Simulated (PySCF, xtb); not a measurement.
methanidylidynesulfanium (CS), SMILES [C-]#[S+].

xtb with GFN2-xTB at its own geometry gives an orbital gap of 3.40 eV and a dipole moment of 1.50 D.

Geometry: PBE0-D3(BJ)/def2-TZVPD.

**Question.** What does PySCF with PBE0/def2-TZVPD give? (The exact figures need the calculation; the answer reports its results.)

**Answer.** gap 6.53 eV (levels -8.89 and -2.36 eV), dipole 1.96 D.
